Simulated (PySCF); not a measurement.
## Spin states of Si2

Unrestricted PBE0; Si def2-SVPD; no relativity (PySCF 2.14). Outer shells of the fragments: Si 3s2 3p2; Si 3s2 3p2.

Followed along the bond (rough minima from three points):

| 2Ms+1 | unpaired | ⟨S²⟩ at the start | R at minimum (Å) | Te (eV) |
| --- | --- | --- | --- | --- |
| 3 | π ↑↑ | 2.01 | 2.27 | 0.00 |
| 3 | σ ↑, π ↑ | 2.01 | 2.16 | 0.21 |
| 1 | π ↑↓ | 1.01 | 2.28 | 0.22 |
| 1 | σ ↓, π ↑ | 1.02 | 2.16 | 0.34 |
| 1 | none | 0.00 | 2.30 | 0.91 |

Solutions found at the starting distance of 2.230 Å, counted from the lowest of them; the search is not exhaustive and high or unbound solutions are not listed, so other states can lie among these:

```json
{"2Ms+1": "3", "unpaired": "π ↑↑", "term": "³Σ⁻", "E (eV)": "0.00", "⟨S²⟩": "2.01", "⟨Lz²⟩": "0.00"}
{"2Ms+1": "1", "unpaired": "π ↑↓", "term": "mixed", "E (eV)": "0.22", "⟨S²⟩": "1.01", "⟨Lz²⟩": "2.02"}
{"2Ms+1": "3", "unpaired": "σ ↑, π ↑", "term": "³Π", "E (eV)": "0.24", "⟨S²⟩": "2.01", "⟨Lz²⟩": "1.01"}
{"2Ms+1": "1", "unpaired": "σ ↓, π ↑", "term": "mixed", "E (eV)": "0.37", "⟨S²⟩": "1.02", "⟨Lz²⟩": "1.01"}
{"2Ms+1": "1", "unpaired": "none", "term": "mixed", "E (eV)": "0.93", "⟨S²⟩": "0.00", "⟨Lz²⟩": "2.00"}
{"2Ms+1": "5", "unpaired": "σ ↑, π ↑↑↑", "term": "⁵Π", "E (eV)": "1.55", "⟨S²⟩": "6.00", "⟨Lz²⟩": "1.01"}
{"2Ms+1": "3", "unpaired": "σ ↑, π ↑↑↓", "term": "mixed", "E (eV)": "2.00", "⟨S²⟩": "3.02", "⟨Lz²⟩": "3.03"}
{"2Ms+1": "3", "unpaired": "σ ↓, π ↑↑↑", "term": "mixed", "E (eV)": "2.07", "⟨S²⟩": "3.04", "⟨Lz²⟩": "1.01"}
{"2Ms+1": "3", "unpaired": "π ↑↑", "term": "mixed", "E (eV)": "2.80", "⟨S²⟩": "2.01", "⟨Lz²⟩": "2.02"}
{"2Ms+1": "5", "unpaired": "π ↑↑↑↑", "term": "⁵Σ⁺", "E (eV)": "4.37", "⟨S²⟩": "6.02", "⟨Lz²⟩": "0.00"}
```

A term symbol is given only where ⟨S²⟩ and ⟨Lz²⟩ are close to those of a pure state; real π, δ and φ orbitals otherwise mix terms, and g/u labels are left off.
